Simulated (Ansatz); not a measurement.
**CH₃BF radical (SMILES B[CH]F): single points off equilibrium**

An exercise on one series of results from a longer session: the logs are not shown, and one member is left open.

The runs use Ansatz 0.2.0, Gaussian basis; single points in def2-TZVPP.

Cores are frozen in the correlated methods. Orbitals are unrestricted. B3LYP uses VWN-RPA correlation.

## Starting geometry

SMILES `B[CH]F`, 6 atoms, charge 0, spin multiplicity 2.

Atoms are counted from 1 here; the program's logs count them from 0.

Bond lengths: B1–C2 1.479 Å, B1–H4 1.263 Å, B1–H5 1.145 Å, C2–F3 1.253 Å, C2–H6 1.139 Å. Angles: C2–B1–H4 124.5°, C2–B1–H5 119.6°, H4–B1–H5 115.1°, B1–C2–F3 128.5°, B1–C2–H6 124.2°, F3–C2–H6 106.8°.

Geometry (Å):

```
atom    x (Å)    y (Å)    z (Å)
  B1  -0.5058  -0.0392  -0.5556
  C2   0.4324  -0.0225   0.5882
  F3   0.9003   0.9664   1.1997
  H4  -0.8980  -1.0860  -1.1440
  H5  -0.7827   0.9433  -1.0748
  H6   0.7439  -0.9483   1.1737
```

Set-up of the first run:

Contents of run/in.yaml:

```yaml
crystal:
  periodic: [false, false, false]
  atoms:
    - {symbol: B, position_ang: [-0.505800, -0.039200, -0.555600]}
    - {symbol: C, position_ang: [0.432400, -0.022500, 0.588200]}
    - {symbol: F, position_ang: [0.900300, 0.966400, 1.199700]}
    - {symbol: H, position_ang: [-0.898000, -1.086000, -1.144000]}
    - {symbol: H, position_ang: [-0.782700, 0.943300, -1.074800]}
    - {symbol: H, position_ang: [0.743900, -0.948300, 1.173700]}
basis:
  gaussian: {orbitals: def2-TZVPP}
magnetization: {spin_polarized: true, initial_magnetization: 1}
correlation: {method: ccsd_t}
scf: {omitted_lower_state_checks: [cluster_reference]}
output: {forces: true}
```

No record of the launch command was kept for these runs.

Among the steps run: CCSD(T)/def2-TZVPP; PBE0-D4/def2-TZVPP; wB97M-V/def2-TZVPP; r2SCAN-D4/def2-TZVPP; PBE-D4/def2-TZVPP; B3LYP-D4/def2-TZVPP; CAM-B3LYP-D4/def2-TZVPP.

One table of the session follows, with a row left open; its other results are not shown here.

```
      method  RMS force component (eV/Å)  angle to CCSD(T) forces (°)  dipole (D)
     CCSD(T)                       1.784                    reference        1.03
     PBE0-D4                       1.635                          2.9        1.09
     wB97M-V                       1.727                          2.4        1.10
   r2SCAN-D4                           ?                            ?           ?
      PBE-D4                       1.739                          6.2        1.22
    B3LYP-D4                       1.736                          2.7        1.08
CAM-B3LYP-D4                       1.695                          3.3        1.04
```

Q: Estimate the row for r2SCAN-D4 from the others.

The run gave: RMS force component (eV/Å): 1.720; angle to CCSD(T) forces (°): 3.0; dipole (D): 1.12. In the column «RMS force component (eV/Å)» it lies between CAM-B3LYP-D4 (1.695) and wB97M-V (1.727).
